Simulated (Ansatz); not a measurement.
Start from `C/N=C(/F)Cl` and change one atom or group to get `CN=C(F)F`.

Ansatz, PBE0-D4/def2-TZVP geometries, multiplicity 1. 

```csv
property,`C/N=C(/F)Cl`
size of the dipole moment (B3LYP/def2-TZVPP) / D,1.88
size of the dipole moment (PBE/def2-TZVPP) / D,1.73
HOMO energy (ωB97M-V/def2-TZVPP) / eV,-10.75
LUMO energy (PBE0/def2-TZVPP) / eV,-0.14
LUMO energy (ωB97M-V/def2-TZVPP) / eV,2.16
HOMO–LUMO gap (ωB97M-V/def2-TZVPP) / eV,12.91
```

(1) What does the change do to each property? (Best estimate.)

## Answers

(1) The calculation gave: 
```
                                        property  `CN=C(F)F`  shift
size of the dipole moment (B3LYP/def2-TZVPP) / D        1.66  -0.22
  size of the dipole moment (PBE/def2-TZVPP) / D        1.55  -0.18
           HOMO energy (ωB97M-V/def2-TZVPP) / eV      -10.93  -0.18
              LUMO energy (PBE0/def2-TZVPP) / eV        0.55   0.69
           LUMO energy (ωB97M-V/def2-TZVPP) / eV        2.83   0.67
         HOMO–LUMO gap (ωB97M-V/def2-TZVPP) / eV       13.75   0.84
```

With PBE0 the HOMO falls by 0.10 eV and the LUMO rises by 0.69 eV, so the gap widens by about 0.79 eV. PBE moves the HOMO by 0.02 eV and ωB97M-V by -0.18 eV. Dipoles are sizes alone; their direction can turn.

B3LYP here is the variant with VWN-RPA as its local correlation; programs differ in this.
